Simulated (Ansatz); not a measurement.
Compare A (`C/C=C/C(C)C`) with its isomer B (`C/C=C(/C)CC`).

Calculated with Ansatz (gas phase, PBE0-D4/def2-TZVP geometries, no zero-point term in ΔE). CCSD(T)/CBS adds triple-zeta CCSD(T) − MP2 to the extrapolated MP2 energy (def2 sets, frozen cores). Double bonds are as drawn, so ΔE can hold a change between cis and trans. DFT in def2-TZVPP. B3LYP here is the variant with VWN-RPA as its local correlation; programs differ in this. Each species was taken in one conformer, which may not be the lowest.

(1) Which isomer does CCSD(T)/CBS put lower? Give the gap. (An estimate is asked.)

(2) Give E(B) − E(A) in kcal/mol with HF/def2-TZVPP, BLYP-D4, B3LYP, B2PLYP, CCSD/def2-TZVPP, PBE-D4, CCSD(T)/def2-TZVPP. (Best estimate.)

Largest T1 diagnostic: 0.009.

## Answers

(1) The calculation gave: B, by 0.5 kcal/mol. So small a gap doesn't settle the order.

(2) Ansatz gave: HF/def2-TZVPP 0.1, BLYP-D4 -1.4, B3LYP -0.8, B2PLYP -0.7, CCSD/def2-TZVPP -0.3, PBE-D4 -1.4, CCSD(T)/def2-TZVPP -0.4. None reverses the order clearly.

Leaving LDA and LC-ωPBE aside and taking each functional with its dispersion term where it has one, the values, not all of them listed here, spread over 0.9 kcal/mol, from PBE-D4 to ωB97M-V.
